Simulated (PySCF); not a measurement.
# CCSD(T)/STO-6G run of CHFO (formyl fluoride)

Aim: the vertical singlet–triplet gap of CHFO (formyl fluoride) at CCSD(T)/STO-6G, from 2 runs. 

The calculation is run with PySCF 2.14.0.

4 further runs of the same task are left out: 4 set aside as unsound or not needed.

### Step 1. The molecule

The species is CHFO (4 atoms), meant as a singlet with charge 0. SMILES: `O=CF`. The shape is that of a PBE0-D4/def2-TZVP optimisation.

Bond lengths: O1–C2 1.174 Å, C2–F3 1.336 Å, C2–H4 1.097 Å. Angles: O1–C2–F3 122.9°, O1–C2–H4 127.8°, F3–C2–H4 109.3°.

### Step 2. The energy at CCSD(T)/STO-6G

calc.py reads:

```python
# formyl fluoride
from pyscf import gto, scf, cc

system = gto.M(
    atom='''
O     -1.680609     0.380175     1.564202
C     -0.087683     0.127594     0.040856
F      1.105868    -2.063222    -0.343590
H      0.662425     1.555471    -1.261487
''',
    verbose=4,
    max_memory=1860,
    basis='sto-6g',
    unit='bohr',
)

mf = scf.RHF(system)
mf.conv_tol = 1e-10
mf.kernel()
if not mf.converged:
    mf = mf.newton().run(mf.mo_coeff, mf.mo_occ)

mycc = cc.CCSD(mf, frozen=3)
mycc.kernel()
e_t = mycc.ccsd_t()
etot = mycc.e_tot + e_t
print('E(%s) = %.9f' % ('CCSD(T)', etot))
```

Run with:

```
$ OMP_NUM_THREADS=1 python calc.py
```

Standard output:

```text
PySCF version 2.14.0

[INPUT] num. atoms = 4
[INPUT] num. electrons = 24
[INPUT] charge = 0
[INPUT] spin (= nelec alpha-beta = 2S) = 0
[INPUT] symmetry False subgroup None
[INPUT] Mole.unit = bohr
[INPUT] Symbol           X                Y                Z      unit          X                Y                Z       unit  Magmom
[INPUT]  1 O     -0.889339983267   0.201179946162   0.827740051675 AA   -1.680609000000   0.380175000000   1.564202000000 Bohr   0.0
[INPUT]  2 C     -0.046399845385   0.067519837050   0.021620064129 AA   -0.087683000000   0.127594000000   0.040856000000 Bohr   0.0
[INPUT]  3 F      0.585200143886  -1.091810063469  -0.181819997900 AA    1.105868000000  -2.063222000000  -0.343590000000 Bohr   0.0
[INPUT]  4 H      0.350540213944   0.823119805447  -0.667550172272 AA    0.662425000000   1.555471000000  -1.261487000000 Bohr   0.0

[... 46 lines left out ...]
converged SCF energy = -211.835178869734
[... 12 lines left out ...]
Init t2, MP2 energy = -211.967415657021  E_corr(MP2) -0.132236787287489
[... 12 lines left out ...]
CCSD converged
[... 2 lines left out ...]
E(CCSD(T)) = -211.994925318
```

Wall time 1.2 s (1 thread of Intel Xeon Platinum 8259CL at 2.50GHz (Skylake/Cascade Lake), shared host); peak memory 0.1 GiB.

### Step 3. The triplet

calc.py reads:

```python
from pyscf import gto, scf, cc

mol = gto.M(
    atom='O -0.889340 0.201180 0.827740; C -0.046400 0.067520 0.021620; F 0.585200 -1.091810 -0.181820; H 0.350540 0.823120 -0.667550',
    spin=2,
    verbose=4,
    charge=0,
    basis='sto-6g',
    max_memory=1860,
)

myscf = scf.UHF(mol)
myscf.conv_tol = 1e-10
myscf.kernel()
if not myscf.converged:
    myscf = myscf.newton().run(myscf.mo_coeff, myscf.mo_occ)

mycc = cc.CCSD(myscf, frozen=3)
mycc.kernel()
e_t = mycc.ccsd_t()
etot = mycc.e_tot + e_t
print('Final energy', etot)
```

Run with:

```
$ OMP_NUM_THREADS=1 python calc.py
```

Standard output:

```text
PySCF version 2.14.0

[INPUT] num. atoms = 4
[INPUT] num. electrons = 24
[INPUT] charge = 0
[INPUT] spin (= nelec alpha-beta = 2S) = 2
[INPUT] symmetry False subgroup None
[INPUT] Mole.unit = angstrom
[INPUT] Symbol           X                Y                Z      unit          X                Y                Z       unit  Magmom
[INPUT]  1 O     -0.889340000000   0.201180000000   0.827740000000 AA   -1.680609031621   0.380175101740   1.564201902347 Bohr   0.0
[INPUT]  2 C     -0.046400000000   0.067520000000   0.021620000000 AA   -0.087683292180   0.127594307931   0.040855878813 Bohr   0.0
[INPUT]  3 F      0.585200000000  -1.091810000000  -0.181820000000 AA    1.105867728095  -2.063221880061  -0.343590003968 Bohr   0.0
[INPUT]  4 H      0.350540000000   0.823120000000  -0.667550000000 AA    0.662424595705   1.555471367652  -1.261486674453 Bohr   0.0

[... 27 lines left out ...]
WARN: HOMO 0.137169509324319 >= LUMO -0.367152802147465
[... 58 lines left out ...]
converged SCF energy = -211.708440752299  <S^2> = 2.004746  2S+1 = 3.0031623
[... 12 lines left out ...]
Init t2, MP2 energy = -0.0683342006695191
[... 18 lines left out ...]
UCCSD converged
[... 2 lines left out ...]
Final energy -211.80442778107346
```

It took 1.6 s on 1 thread of Intel Xeon Platinum 8259CL at 2.50GHz (Skylake/Cascade Lake), shared host; peak memory 0.1 GiB.

### Step 4. Summary of results

Level: CCSD(T)/STO-6G, 3 core orbitals frozen.

| quantity | value |
| --- | --- |
| singlet: total energy | -211.99493 Eh |
| singlet: dipole moment (Hartree–Fock density) | 1.51 D |
| singlet: HOMO energy (Hartree–Fock orbitals) | -10.78 eV |
| singlet: LUMO energy (Hartree–Fock orbitals) | 7.60 eV |
| singlet: HOMO–LUMO gap (Hartree–Fock orbitals) | 18.38 eV |
| singlet: correlation energy (3 core orbitals frozen) | -159.7 mEh |
| singlet: (T) correction | -5.99 mEh |
| singlet: T1 diagnostic | 0.013 |
| triplet: total energy | -211.80443 Eh |
| triplet: dipole moment (Hartree–Fock density) | 0.93 D |
| triplet: HOMO energy (Hartree–Fock orbitals) (highest over α and β) | -5.95 eV |
| triplet: LUMO energy (Hartree–Fock orbitals) (lowest over α and β) | 5.20 eV |
| triplet: correlation energy (3 core orbitals frozen) | -96.0 mEh |
| triplet: (T) correction | -2.14 mEh |
| triplet: ⟨S²⟩ of the reference determinant | 2.005 |
| triplet: T1 diagnostic | 0.016 |
| vertical energy of the triplet above the singlet | 5.184 eV |

**Reading.** At this shape the triplet lies 5.18 eV (120 kcal/mol) above the singlet. In a minimal basis such a difference can be off by several eV, whatever the method. The triples (singlet) make up 3.7 % of the correlation energy. The triples (triplet) make up 2.2 % of the correlation energy.
